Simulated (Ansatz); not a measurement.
Ansatz (a quantum-chemistry and plane-wave program) input (RPA@PBE/cc-pV(Q+d)Z):
A basis named .json is the Basis Set Exchange file of that set.

Ansatz 0.2 input:
```yaml
crystal:
  periodic: [false, false, false]
  atoms:
    - {symbol: C, position_ang: [0.15843431, -0.00360145, 0.66878908]}
    - {symbol: Cl, position_ang: [-0.06875929, 1.47284799, -0.15074332]}
    - {symbol: Cl, position_ang: [-0.03583858, -1.47140540, -0.17439705]}
    - {symbol: H, position_ang: [0.82755792, -0.00291530, 1.51465181]}
basis:
  gaussian:
    orbitals: cc-pV_Q+d_Z.json
hamiltonian:
  xc: pbe
magnetization: {spin_polarized: true, initial_magnetization: 1}
correlation: {method: rpa, electrons: outside_noble_gas}
```

Output:

```
Functional definition: PBE
integrals: 0.46 GiB planned
1291 factors; integrals over basis functions are off by at most 1.2e-3 eV
mean field: 1.03 GiB planned
mean field evaluation 1: about -26082.2913 eV, gradient 3.3e1 eV
mean field evaluation 2: about -26082.2908 eV, gradient 3.3e1 eV
mean field evaluation 4: about -26087.1129 eV, gradient 5.7e0 eV
mean field evaluation 8: about -26087.2427 eV, gradient 4.5e-1 eV
mean field evaluation 16: about -26087.2435 eV, gradient 2.0e-4 eV
mean field -26087.24352763 eV, -958.6885170717 hartree, gradient 4.5e-6 eV, S^2 0.753419; 0 other end points of the search recorded, 0 dependent functions left out
11 core orbitals not correlated
reference -26052.86806240 eV, -957.4252420250 hartree; 10, 9 occupied and 192, 193 virtual orbitals, 1291 factors
Total energy: -26079.02186040 eV, -958.3863763736 hartree
```

It need not be the lowest isomer of its formula.
